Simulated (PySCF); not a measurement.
## Electric properties by functional and basis

Species: silicon monosulfide, SiS.
SMILES: `[Si-]#[S+]`

PySCF, dipoles from the SCF density, polarisabilities from static response with core orbitals frozen. Geometry: PBE0-D3(BJ)/def2-SVP; no solvent, vibrations or thermal averaging.

Task: Compare the levels for these properties.

Result: 

```tsv
level	μ (D)	error (%)	α (Å³)	anisotropy (Å³)
LDA/def2-SVPD	1.575	-8.9	7.41	3.79
PBE/def2-SVPD	1.572	-9.1	7.41	3.80
B3LYP/def2-SVPD	1.804	+4.3	7.32	3.68
PBE0/def2-SVPD	1.792	+3.6	7.26	3.58
BHandHLYP/def2-SVPD	2.053	+18.6	7.18	3.45
CAM-B3LYP/def2-SVPD	1.959	+13.3	7.22	3.53
wB97X-D/def2-SVPD	1.890	+9.3	7.25	3.48
LC-wPBE/def2-SVPD	2.026	+17.1	7.07	3.33
HF/def2-SVPD	2.330	+34.7	7.13	3.12
PBE0/6-31G*	1.831	+5.8	5.69	5.37
PBE0/def2-SVP	1.561	-9.8	5.43	4.55
PBE0/6-31+G*	1.913	+10.6	6.21	5.65
PBE0/aug-cc-pVDZ	1.751	+1.2	7.23	3.86
PBE0/def2-TZVP	1.772	+2.5	6.42	4.32
PBE0/def2-TZVPD	1.776	+2.7	7.36	3.70
PBE0/aug-cc-pVTZ	1.781	+2.9	7.35	3.71
```

Reference dipole: 1.730 D (measured, gas; NIST CCCBDB Release 22 (SRD 101), experimental dipoles). The anisotropy is √(½[(α1 − α2)² + (α2 − α3)² + (α3 − α1)²]). For the dipole, the smallest error is 1.2% (PBE0/aug-cc-pVDZ) and the largest 34.7% (HF/def2-SVPD). The dipole runs from 1.56 D (PBE0/def2-SVP) to 2.33 D (HF/def2-SVPD). No reference polarisability is at hand; against PBE0 in the largest diffuse basis at hand (aug-cc-pVTZ) the other PBE0 rows deviate by 6-31G* -23%, def2-SVP -26%, 6-31+G* -15%, def2-SVPD -1%, aug-cc-pVDZ -2%, def2-TZVP -13%, def2-TZVPD 0%. In one basis (def2-SVPD) the functionals order the polarisability from LC-wPBE (lowest) to PBE (highest), a spread of 5%. With PBE0 the polarisability is 5.85 Å³ without diffuse functions (mean of 6-31G*, def2-SVP and def2-TZVP) and 7.08 Å³ with them (mean of 6-31+G*, def2-SVPD, aug-cc-pVDZ, def2-TZVPD and aug-cc-pVTZ). Measured values can belong to vibrating molecules; the computed ones are for one fixed geometry.
